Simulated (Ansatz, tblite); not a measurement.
**The cluster GeS2−: a ladder of methods and basis sets**

The task here is to estimate one member of a computed series from the others.

The runs use Ansatz 0.2.0, Gaussian basis; as each input shows.

Plan: GFN1-xTB, GFN2-xTB, PBE-D4/def2-TZVPD, r2SCAN-D4/def2-TZVPD, HF/def2-TZVPD, B2PLYP/def2-TZVPD, BHLYP-D4/def2-TZVPD, ωB97M-V/def2-TZVPD, r2SCAN0-D4/def2-TZVPD, PBE-D4/def2-SVPD, PBE0-D4/def2-SVPD, HF/6-31G, B3LYP-D4/6-31G, CCSD(T)/def2-TZVPPD, MP2/def2-TZVPD, RPA/def2-TZVPD.

1 further run of the same task is left out (set aside as unsound or not needed). Runs told in other sessions of the task aren't counted.

## The relaxed structure

The geometry is that of the doublet, from an earlier relaxation (PBE0-D4/def2-TZVPD). At that level it is the lowest of the isomers that a small search found.

3 atoms, charge -1, spin multiplicity 2.

Bond lengths: Ge1–S2 2.106 Å, Ge1–S3 2.106 Å. Angles: S2–Ge1–S3 131.1°.

The ion is computed in the gas phase, without counter-ions or solvent.

PBE0-D4/def2-TZVPD was run before; its log isn't repeated, and its numbers join the tables.

The first run:

Tight binding, by tblite at 300 K electronic temperature and without a spin-polarisation term:

```python
tblite.interface.Calculator('GFN1-xTB', numbers, positions, charge=-1, uhf=1).singlepoint()
```

Tight binding, by tblite at 300 K electronic temperature and without a spin-polarisation term:

```python
tblite.interface.Calculator('GFN2-xTB', numbers, positions, charge=-1, uhf=1).singlepoint()
```

start.molden holds the orbitals of an earlier run on this state, given as this run's starting guess.

File in.yaml:

```yaml
crystal:
  periodic: [false, false, false]
  atoms:
    - {symbol: Ge, position_ang: [0.417804, -0.154851, -0.373389]}
    - {symbol: S, position_ang: [-1.240962, 0.789331, -1.263367]}
    - {symbol: S, position_ang: [0.823158, -0.634481, 1.636757]}
basis:
  gaussian: {orbitals: def2-TZVPD, initial_orbitals: start.molden}
total_charge: -1
magnetization: {spin_polarized: true, initial_magnetization: 1}
hamiltonian: {xc: pbe, dispersion: d4}
scf: {omitted_lower_state_checks: [starts]}
output: {orbitals: {seedname: orbitals}}
```

The run is started by

```
> ansatz run in.yaml --threads 4 --pin off --events-out ev --progress --plain --max-ram 3916MiB
```

Steps of the session up to this table: PBE-D4/def2-TZVPD; r2SCAN-D4/def2-TZVPD; HF/def2-TZVPD; B2PLYP/def2-TZVPD; BHLYP-D4/def2-TZVPD; ωB97M-V/def2-TZVPD; r2SCAN0-D4/def2-TZVPD; PBE-D4/def2-SVPD; PBE0-D4/def2-SVPD; HF/6-31G; B3LYP-D4/6-31G; CCSD(T)/def2-TZVPPD; MP2/def2-TZVPD; RPA/def2-TZVPD.

One table of the session follows, with a row left open; its other results are not shown here.

| level | HOMO (eV) | LUMO (eV) | gap (eV) |
| --- | --- | --- | --- |
| HF/6-31G | -3.50 | 4.45 | 7.94 |
| HF/def2-TZVPD | -3.71 | 4.22 | 7.92 |
| PBE-D4/def2-SVPD | -0.17 | 0.59 | 0.75 |
| PBE-D4/def2-TZVPD | -0.10 | 0.66 | 0.75 |
| r2SCAN-D4/def2-TZVPD | -0.37 | 0.88 | 1.26 |
| B3LYP-D4/6-31G | -0.65 | 1.31 | 1.96 |
| PBE0-D4/def2-SVPD | -1.19 | 1.33 | 2.53 |
| PBE0-D4/def2-TZVPD | -1.12 | 1.41 | 2.53 |
| r2SCAN0-D4/def2-TZVPD | ? | ? | ? |
| BHLYP-D4/def2-TZVPD | -2.01 | 2.15 | 4.16 |
| ωB97M-V/def2-TZVPD | -2.98 | 2.93 | 5.92 |

Estimate the missing values for r2SCAN0-D4/def2-TZVPD.

**Answer.** HOMO (eV): -1.35; LUMO (eV): 1.59; gap (eV): 2.94. In the column «HOMO (eV)» it lies between BHLYP-D4/def2-TZVPD (-2.01) and PBE0-D4/def2-SVPD (-1.19).
